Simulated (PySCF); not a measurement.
# NaN (triplet): basis, grid and Hamiltonian

Which parts of the numerical set-up matter for NaN (triplet)? Each run edits the base script.

The runs use PySCF 2.14.0; method and basis as typed in the scripts.

10 further runs of the same task are left out: 10 that didn't finish.

## 1. The starting structure

NaN (triplet): 2 atoms, charge 0, spin multiplicity 3.

Bond lengths: Na1–N2 2.119 Å.

## 2. The base run

input.py

```python
from pyscf import gto, scf
from pyscf.geomopt.geometric_solver import optimize

mol = gto.M(
    atom='Na 0 0 0; N 0 0 2.119',
    basis='6-31g*',
    charge=0,
    spin=2,
    verbose=4,
)
mf = scf.ROHF(mol)
mf = mf.density_fit(auxbasis='def2-universal-jkfit')
mf.kernel()
mol_eq = optimize(mf, maxsteps=30)
print('optimised geometry (angstrom)')
print(mol_eq.tostring('raw'))
print('orbital energies (hartree):', mf.mo_energy[..., max(0, mol.nelec[1]-3):mol.nelec[0]+3].round(4))
```

Launch:

```sh
OMP_NUM_THREADS=1 python input.py
```

The log of this run is left out.

In short: at the starting geometry E(SCF) = -216.187113 Eh, 11 cycles, optimised bond 2.217 Å in 5 steps; the optimisation lowers the energy by 0.035 eV.

The triplet is typed in the script; nothing here shows that it is the ground state.

## 3. Spin-free X2C on

Edit 1 changes spin-free X2C: off → on.

input.py

```python
from pyscf import gto, scf
from pyscf.geomopt.geometric_solver import optimize

mol = gto.M(
    atom='Na 0 0 0; N 0 0 2.119',
    basis='6-31g*',
    charge=0,
    spin=2,
    verbose=4,
)
mf = scf.ROHF(mol)
mf = mf.sfx2c1e()
mf = mf.density_fit(auxbasis='def2-universal-jkfit')
mf.kernel()
mol_eq = optimize(mf, maxsteps=30)
print('optimised geometry (angstrom)')
print(mol_eq.tostring('raw'))
print('orbital energies (hartree):', mf.mo_energy[..., max(0, mol.nelec[1]-3):mol.nelec[0]+3].round(4))
```

Launch:

```sh
OMP_NUM_THREADS=1 python input.py
```

## 4. Crenbl (core potential on)

Edit 2 changes basis set: 6-31g* → crenbl; core potential: off → on. The core potential changes with it: totals don't compare.

input.py: that of step 2 with these lines changed.

```diff
@@ -5,3 +5,4 @@
     atom='Na 0 0 0; N 0 0 2.119',
-    basis='6-31g*',
+    basis='crenbl',
+    ecp={'Na': 'crenbl', 'N': 'crenbl'},
     charge=0,
```

## 5. Jorge-dzp-dkh (X2C on)

Edit 3 changes basis set: 6-31g* → jorge-dzp-dkh; spin-free X2C: off → on.

input.py: that of step 2 with these lines changed.

```diff
@@ -5,3 +5,3 @@
     atom='Na 0 0 0; N 0 0 2.119',
-    basis='6-31g*',
+    basis='jorge-dzp-dkh',
     charge=0,
@@ -11,2 +11,3 @@
 mf = scf.ROHF(mol)
+mf = mf.sfx2c1e()
 mf = mf.density_fit(auxbasis='def2-universal-jkfit')
```

Q: Predict the outcome of this session. Wanted: for each run, E(SCF); from base; after the SCF.

**Answer**, as computed:

```
                       run  E(SCF) (hartree)  from base (eV)  cycles  functions            after the SCF
                      base       -216.187113               0      11         32  bond 2.217 Å, -0.035 eV
          spin-free X2C on       -216.407449         -5.9957      13         32  bond 2.216 Å, -0.034 eV
crenbl (core potential on)        -57.037001  not comparable      10         34  bond 2.227 Å, -0.044 eV
    jorge-dzp-dkh (X2C on)       -216.446528  not comparable      12         39  bond 2.217 Å, -0.036 eV
```

SCF columns refer to the geometry typed in the script.

Scalar relativity lowers the total energy by 6.00 eV, nearly all of it in the inner shells; a basis contracted without relativity catches only part of it.
